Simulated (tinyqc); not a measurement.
Worked calculation: RHF in the sto-6g basis, for H2F+, spin multiplicity 1. One step of it, computed by the program tinyqc.

Problem. Iteration 1: diagonalisation and new density. Diagonalise F' = X^T F X, C = X C', fill 5 alpha and 5 beta electrons from the bottom; D = 2 C_occ C_occ^T; the new density keeps 0.2 of the old one (damping). Each column has its largest component positive (the first on a tie).

Fock matrix F (hartree), lower triangle:
```
             1F 1s      1F 2s     1F 2px     1F 2py     1F 2pz      2H 1s      3H 1s
1F 1s   -27.779769
1F 2s    -6.674700  -3.842524
1F 2px    0.000000   0.000000  -1.247970
1F 2py    0.000000   0.000000   0.000000  -1.323150
1F 2pz   -0.006681  -0.062407   0.000000   0.000000  -1.274020
2H 1s    -0.933025  -1.074346   0.000000  -0.489260  -0.303453  -0.784439
3H 1s    -0.933025  -1.074346   0.000000   0.489260  -0.303453  -0.299552  -0.784439
```

X:
```
                1          2          3         4          5          6         7
1F 1s   -0.398556   0.000000   0.700985  0.000000  -0.603520   0.000000  0.218698
1F 2s    0.990797   0.000000  -0.208191  0.000000  -0.251017   0.000000  0.486592
1F 2px   0.000000   0.000000   0.000000  1.000000   0.000000   0.000000  0.000000
1F 2py   0.000000   0.826221   0.000000  0.000000   0.000000   0.684535  0.000000
1F 2pz   0.336780   0.000000   0.683829  0.000000   0.658938   0.000000  0.171038
2H 1s   -0.584792  -0.712679  -0.218331  0.000000   0.182754   0.396797  0.386934
3H 1s   -0.584792   0.712679  -0.218331  0.000000   0.182754  -0.396797  0.386934
```

D at the start, lower triangle:
```
            1F 1s      1F 2s    1F 2px     1F 2py    1F 2pz     2H 1s     3H 1s
1F 1s    1.950303
1F 2s   -0.446274   1.925071
1F 2px   0.000000   0.000000  1.484068
1F 2py   0.000000   0.000000  0.000000   1.337117
1F 2pz   0.009771  -0.059196  0.000000   0.000000  1.440167
2H 1s   -0.009471   0.035340  0.000000   0.149878  0.070914  0.916205
3H 1s   -0.009471   0.035340  0.000000  -0.149878  0.070914  0.038470  0.916205
```

overlap S, lower triangle:
```
           1F 1s     1F 2s    1F 2px     1F 2py    1F 2pz     2H 1s     3H 1s
1F 1s   1.000000
1F 2s   0.232479  1.000000
1F 2px  0.000000  0.000000  1.000000
1F 2py  0.000000  0.000000  0.000000   1.000000
1F 2pz  0.000000  0.000000  0.000000   0.000000  1.000000
2H 1s   0.032017  0.330775  0.000000   0.238375  0.139361  1.000000
3H 1s   0.032017  0.330775  0.000000  -0.238375  0.139361  0.134881  1.000000
```

Give: F' = X^T F X; orbital energies; coefficients C; D after iteration 1.

Solution.

F' = X^T F X (hartree), lower triangle:
```
        1       2        3       4        5       6       7
1  -1.980
2   0.000  -0.243
3   3.849   0.000  -11.999
4   0.000   0.000    0.000  -1.248
5  -3.517   0.000   10.909   0.000  -12.520
6   0.000  -0.318    0.000   0.000    0.000  -1.304
7   1.109   0.000   -5.982   0.000    6.353   0.000  -5.237
```

orbital energies (hartree): MO1 -27.782, MO2 -2.378, MO3 -1.392, MO4 -1.294, MO5 -1.248, MO6 -0.283, MO7 -0.156

coefficients C:
```
           MO1     MO2     MO3     MO4    MO5     MO6     MO7
1F 1s    0.998  -0.242   0.000   0.029  0.000   0.085   0.000
1F 2s    0.010   0.992   0.000  -0.154  0.000  -0.564   0.000
1F 2px   0.000   0.000   0.000   0.000  1.000   0.000   0.000
1F 2py   0.000   0.000   0.880   0.000  0.000   0.000  -0.614
1F 2pz   0.001   0.052   0.000   0.954  0.000  -0.363   0.000
2H 1s   -0.001   0.047   0.193   0.114  0.000   0.747   0.793
3H 1s   -0.001   0.047  -0.193   0.114  0.000   0.747  -0.793
```

D after iteration 1, lower triangle:
```
         1F 1s   1F 2s  1F 2px  1F 2py  1F 2pz   2H 1s  3H 1s
1F 1s    2.078
1F 2s   -0.465   1.996
1F 2px   0.000   0.000   1.897
1F 2py   0.000   0.000   0.000   1.506
1F 2pz   0.027  -0.164   0.000   0.000   1.749
2H 1s   -0.017   0.054   0.000   0.301   0.192   0.267
3H 1s   -0.017   0.054   0.000  -0.301   0.192  -0.027  0.267
```
